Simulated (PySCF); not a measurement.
## Computed NMR parameters against published values

Mapped SMILES: `[CH3:1][CH:2]([CH3:3])[C:4](=[O:5])[OH:6]`. Each H is labelled by its parent atom.

- geometry: PBE0-D3(BJ)/def2-SVP
- shieldings: GIAO KT2/pcSseg-2
- run in PySCF
- non-relativistic Hamiltonian, one averaged value for each set of equivalent atoms, single conformer, no solvent

Reference values: measured (solution, not stated per compound (mostly CDCl3 or CCl4); Pretsch, Buehlmann, Badertscher, Structure Determination of Organic Compounds, 4th ed. (2009)).
```tsv
atoms	quantity	reference	computed	computed, scaled
C2	δ 13C	34.1	36.8	34.0
C1/C3	δ 13C	18.8	20.9	17.5
H(C2)	δ 1H	2.56	2.70	–
H(C1)/H(C3)	δ 1H	1.21	1.18	–
```

Computed shifts are σ(ref) − σ with the named reference compound (TMS for H and C) calculated as an isolated molecule at the same level. The measured values may be among those fitted. Shieldings were converted by linear fits to measured shifts (mostly CDCl3, TMS scale, for H and C): 13C (scatter 2.6 ppm rms, 3.3 ppm with the 1 outlier that the fit left out). Occasional misses reach two or three times the rms, and more in compound classes unlike the fitted ones.

Problem. How far are the unscaled 13C shifts from the references?

Solution. Mean signed difference +2.40 ppm, mean absolute 2.40 ppm over 2 comparisons; the largest is +2.7 ppm at C2 (sp3 CH α to a carbonyl).

Problem. How far are the unscaled 1H shifts from the references?

Solution. Mean signed difference +0.06 ppm, mean absolute 0.09 ppm over 2 comparisons; the largest is +0.14 ppm at H(C2) (hydrogen on an sp3 CH α to a carbonyl).

4 of the 9 published NMR values on file for this molecule are compared. The rest: values whose atom or origin is in doubt.
